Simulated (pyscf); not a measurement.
## Hydrogen abstraction: `[CH3][SnH3]` + `[CH3]` [doublet] → `[CH3][SnH2]` [doublet] + `[CH4]`

Gas phase, doublet surface, charge 0. Bonds broken: Sn2–H6. Bonds formed: H6–C9. Single points on ωB97X-D3(BJ)/def2-SVP structures (PySCF, gas phase).

Transition state (Å):

```xyz
12

C     -1.6530    -1.8084    -0.4737
Sn    -0.3644    -0.1251    -0.8210
H     -1.5884    -2.5160    -1.3134
H     -2.6961    -1.4745    -0.3733
H     -1.3585    -2.3287     0.4495
H     -0.4604     1.0189     0.5249
H      1.2515    -0.6739    -0.9983
H     -0.8292     0.6553    -2.2766
C     -0.5736     2.1885     1.9252
H     -1.4007     1.7260     2.4712
H     -0.7851     3.1033     1.3645
H      0.4341     2.0649     2.3317
```

One imaginary mode, 363i cm⁻¹; descent along it reached the two sides named.

```
bond    change  reactant side (Å)  saddle  product side
------  ------  -----------------  ------  ------------
Sn2–H6  breaks              1.707   1.769           3.4
H6–C9    forms                3.2   1.828         1.101
```

Electronic energies relative to the separated reactants (eV):

| level | barrier | reaction energy | reverse barrier |
|---|---|---|---|
| ωB97X-D3(BJ)/def2-TZVP | 0.12 | -1.34 | 1.45 |
| PBE/def2-TZVP | -0.05 | -1.48 | 1.44 |
| r²SCAN/def2-TZVP | 0.07 | -1.33 | 1.40 |
| B3LYP-D3(BJ)/def2-TZVP | 0.03 | -1.40 | 1.43 |
| PBE0-D3(BJ)/def2-TZVP | 0.03 | -1.41 | 1.44 |
| M06-2X/def2-TZVP | 0.13 | -1.60 | 1.73 |
| ωB97M-D3(BJ)/def2-TZVP | 0.14 | -1.43 | 1.58 |
| HF/def2-TZVP | 0.53 | -1.06 | 1.59 |

With ωB97M-D3(BJ)/def2-TZVP energies and thermal terms (ideal gas, 1 atm, RRHO with modes under 100 cm⁻¹ raised to 100, one conformer, R ln 2 for rigid chiral ones), in eV:

| T (K) | ΔH‡ | ΔG‡ | ΔH | ΔG |
|---|---|---|---|---|
| 298 | 0.15 | 0.50 | -1.25 | -1.26 |
| 600 | 0.17 | 0.85 | -1.29 | -1.25 |
| 900 | 0.20 | 1.18 | -1.32 | -1.23 |
| 1200 | 0.23 | 1.51 | -1.34 | -1.19 |

At PBE this geometry lies under the reactants; that is no barrier but a single point on another level's saddle; such a level's own saddle, if it has one, lies nearer that side and is low. This is the saddle that the search found; another between the same sides may lie lower. The angle at the transferred H is 179°. Elements past Kr carry the def2 core potentials, without spin-orbit coupling.
